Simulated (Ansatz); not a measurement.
## Cubic perovskite BaTiO₃ (cubic high-temperature phase)

Calculation: LDA (Ansatz, a program for electronic structure, plane waves, PAW).

Run with plane-wave cutoff 500 eV, 10×10×10 k mesh, gaussian smearing 0.02 eV, no spin polarisation, scalar-relativistic PAW data made under PBE.

Cell (relaxed at this level):

```cif
data_BaO3Ti
_chemical_formula_sum 'Ba1 Ti1 O3'
_space_group_name_H-M_alt 'Pm-3m'
_space_group_IT_number 221
_space_group_name_Hall '-P 4 2 3'
_cell_length_a 3.93480
_cell_length_b 3.93480
_cell_length_c 3.93480
_cell_angle_alpha 90.000
_cell_angle_beta 90.000
_cell_angle_gamma 90.000
loop_
_atom_site_label
_atom_site_type_symbol
_atom_site_symmetry_multiplicity
_atom_site_Wyckoff_symbol
_atom_site_fract_x
_atom_site_fract_y
_atom_site_fract_z
_atom_site_occupancy
Ba1 Ba 1 b 0.50000 0.50000 0.50000 1
Ti1 Ti 1 a 0.00000 0.00000 0.00000 1
O1 O 3 d 0.00000 0.00000 0.50000 1
```

| Item | Value |
|---|---|
| band gap | 1.83 eV (on the SCF k mesh) |

Measured, for comparison: band gap 3.2 eV (temperature not stated, no zero-point or thermal correction; as tabulated in Matsushita et al. (2011), arXiv:1104.2769).

Note: the relaxation could not lower the start's symmetry, so the cell can be a saddle point above a distorted one.

Spin–orbit coupling is not included.

Computed values are for the static lattice.

Computing time: very roughly 40 core-seconds.
